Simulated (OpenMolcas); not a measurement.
# [NO2]+ (SMILES O=[N+]=O): levels of theory compared

Wanted: a comparison of 6 runs (HF/3-21G, B3LYP/6-31G*, B2PLYP/def2-TZVPPD, PBE/def2-TZVPPD, revPBE/def2-TZVPPD, CCSD(T)/def2-TZVPPD) of [NO2]+. 

The results are computed with OpenMolcas 26.06.

### 1 The molecule

[NO2]+ has 3 atoms, charge +1, and is taken as a singlet. SMILES: `O=[N+]=O`. The shape is that of a PBE0-D4/def2-TZVP optimisation.

Bond lengths: O1–N2 1.110 Å, N2–O3 1.110 Å. Angles: O1–N2–O3 180.0°.

### 2 Energy and forces at HF/3-21G (run 1)

test.inp reads:

```
>>> EXPORT MOLCAS_PRINT=2

&gateway
 baslib
 $CurrDir
 coord
 3
 angstrom
 O       -0.572980       0.927020      -0.209580
 N       -0.000010      -0.000010       0.000000
 O        0.572990      -0.927010       0.209580
 basis
 3-21G
 group
 NoSym

&seward

&scf
 charge
 1
 thresholds
 1e-10 1e-07 1e-07 1e-05
 prorbitals
 1 2

&alaska
```

The basis set 3-21G is read from a file made from the Basis Set Exchange's data (not shown).

Launch:

```console
$ export MOLCAS_MEM=1860
$ pymolcas test.inp > test.log
```

The log of the run:

```text
--- Start Module: gateway ---
[...]
--- Stop Module: gateway /rc=_RC_ALL_IS_WELL_ ---
[...]
      Basis functions           27
[...]
--- Start Module: scf ---
[...]
       Convergence after  14 Iterations
[...]
::    Total SCF energy                               -202.4600479811
[...]
      Total spin, S                                     0.0000000000
[...]
      Total electronic charge=   22.000000
      Total            charge=    1.000000
[...]
      Dipole Moment (debye):
      Origin of the operator (angstrom)=    0.0000    0.0000   -0.0000
                   X= -5.0819E-06               Y= -6.9191E-05               Z=  8.9573E-06           Total=  6.9953E-05
      Center of Charge (angstrom)
[...]
--- Stop Module: scf /rc=_RC_ALL_IS_WELL_ ---
--- Start Module: alaska ---
[...]
 *              Molecular gradients               *
 **************************************************
  Irreducible representation: a
 ------------------------------------------------------------------------------------------
                              X                       Y                       Z
 ------------------------------------------------------------------------------------------
  O1                2.00595372055901E-03   -3.24046067090578E-03    7.33029018915587E-04
  N2                3.13666880098068E-06   -1.48958992978968E-05    2.51951011840368E-06
  O3               -2.00909038935393E-03    3.25535657020382E-03   -7.35548529031238E-04
 ------------------------------------------------------------------------------------------
--- Stop Module: alaska /rc=_RC_ALL_IS_WELL_ ---
[...]
```

Run time: 1.9 s. Hardware: 1 thread of Arm Neoverse V1, shared host; peak memory 0.37 GiB.

### 3 Energy and forces at B3LYP/6-31G(d) (spherical functions) (run 2)

calc.inp reads:

```
&GATEWAY
 BasLib = $CurrDir
 Coord
 3
 angstrom
 O       -0.572980       0.927020      -0.209580
 N       -0.000010      -0.000010       0.000000
 O        0.572990      -0.927010       0.209580
 Basis = 6-31Gs
 Group = NoSym

&SEWARD
 GridInput
 Grid=UltraFine
 End of Grid

&SCF
 Charge = 1
 KSDFT = B3LYP
 Thresholds = 1e-10 1e-07 1e-07 1e-05
 PrOrbitals = 1 1

&ALASKA
```

The basis set 6-31G* is read from a file made from the Basis Set Exchange's data (not shown).

Launch:

```console
$ export MOLCAS_MEM=1860
$ pymolcas calc.inp > calc.log
```

The log of the run:

```text
--- Start Module: gateway ---
[...]
--- Stop Module: gateway /rc=_RC_ALL_IS_WELL_ ---
[...]
      Basis functions           42
[...]
--- Start Module: scf ---
[...]
       Convergence after  15 Iterations
[...]
::    Total KS-DFT energy                            -204.7070363260
[...]
      Total spin, S                                     0.0000000000
[...]
      Total electronic charge=   22.000000
      Total            charge=    1.000000
[...]
      Dipole Moment (debye):
      Origin of the operator (angstrom)=    0.0000    0.0000   -0.0000
                   X= -4.8357E-06               Y= -5.3476E-05               Z=  6.7960E-06           Total=  5.4122E-05
      Center of Charge (angstrom)
[...]
--- Stop Module: scf /rc=_RC_ALL_IS_WELL_ ---
[...]
--- Start Module: alaska ---
[...]
 *              Molecular gradients               *
 **************************************************
  Irreducible representation: a
 ------------------------------------------------------------------------------------------
                              X                       Y                       Z
 ------------------------------------------------------------------------------------------
  O1                2.61297657308894E-02   -4.22702823313124E-02    9.55685470061152E-03
  N2                8.43774468833294E-06   -2.21918102399940E-05    4.27956471831418E-06
  O3               -2.61382034755702E-02    4.22924741415365E-02   -9.56113426534255E-03
 ------------------------------------------------------------------------------------------
--- Stop Module: alaska /rc=_RC_ALL_IS_WELL_ ---
[...]
```

Wall time 7.5 s (1 thread of Arm Neoverse V1, shared host); peak memory 0.38 GiB.

Runs 3 to 5 aren't shown in full; the table further down has their settings and results.

### 4 The energy at CCSD(T)/def2-TZVPPD (Cholesky decomposition) (run 6)

job.input reads:

```
&GATEWAY
 BasLib
 $CurrDir
 Coord
 3
 angstrom
 O       -0.572980       0.927020      -0.209580
 N       -0.000010      -0.000010       0.000000
 O        0.572990      -0.927010       0.209580
 Basis
 def2-TZVPPD
 Group
 NoSym

&SEWARD
 High

&SCF
 Charge
 1
 Thresholds
 1e-10 1e-07 1e-07 1e-05
 PrOrbitals
 1 1

&CHCC
 Frozen
 3
 Threshold
 1e-08
 MaxIterations
 80

&CHT3
 Frozen
 3
```

The basis set def2-TZVPPD is read from a file made from the Basis Set Exchange's data (not shown).

Launch:

```console
$ export MOLCAS_MEM=1860
$ pymolcas job.input > job.log
```

The log of the run:

```text
--- Start Module: gateway ---
[...]
--- Stop Module: gateway /rc=_RC_ALL_IS_WELL_ ---
[...]
      Basis functions          117
[...]
       Convergence after  15 Iterations
[...]
::    Total SCF energy                               -203.7776084307
[...]
      Total spin, S                                     0.0000000000
[...]
      Total electronic charge=   22.000000
      Total            charge=    1.000000
[...]
      Dipole Moment (debye):
      Origin of the operator (angstrom)=    0.0000    0.0000   -0.0000
                   X= -3.4724E-06               Y= -8.1689E-05               Z=  1.0931E-05           Total=  8.2490E-05
      Center of Charge (angstrom)
[...]
--- Start Module: chcc ---
[...]
--- Stop Module: chcc /rc=_RC_ALL_IS_WELL_ ---
[...]
--- Start Module: cht3 ---
[...]
--- Stop Module: cht3 /rc=_RC_ALL_IS_WELL_ ---
[...]
```

Wall time 11 min (1 thread of Arm Neoverse V1, shared host); peak memory 0.29 GiB.

### 5 Overview of the runs

```
run                                         level  integration grid      task  energy (Eh)  HOMO energy (eV)  LUMO energy (eV)  HOMO–LUMO gap (eV)  wall time
  1                                      HF/3-21G                 –  gradient  -202.460048            -25.17             -7.23               17.94      1.9 s
  2            B3LYP/6-31G* (spherical functions)         UltraFine  gradient  -204.707036            -20.93            -11.17                9.76      7.5 s
  3                            B2PLYP/def2-TZVPPD         UltraFine    energy  -204.694693            -22.63             -9.10               13.53       34 s
  4                               PBE/def2-TZVPPD         UltraFine  gradient  -204.634249            -19.51            -11.91                7.60       42 s
  5                            revPBE/def2-TZVPPD         UltraFine  gradient  -204.785992            -19.44            -11.81                7.63       43 s
  6  CCSD(T)/def2-TZVPPD (Cholesky decomposition)                 –    energy  -204.467739            -25.12             -6.04               19.08     11 min
```

### 6 Results

```
                                          quantity          value
                               run 6: total energy  -204.46774 Eh
        run 6: HOMO energy (Hartree–Fock orbitals)      -25.12 eV
        run 6: LUMO energy (Hartree–Fock orbitals)       -6.04 eV
      run 6: HOMO–LUMO gap (Hartree–Fock orbitals)       19.08 eV
run 6: correlation energy (3 core orbitals frozen)     -690.1 mEh
                             run 6: (T) correction     -38.73 mEh
```

In words: Over runs 1, 2, 3, 4, 5 the HOMO–LUMO gap runs from 7.60 eV (PBE/def2-TZVPPD) to 17.94 eV (HF/3-21G). The two ends differ in method and basis. For B2PLYP the log adds the whole second-order term; the table takes 0.27 of it, as the functional is defined. Totals of different functionals can't be ranked against each other. All runs together took 13 min, the longest 11 min.
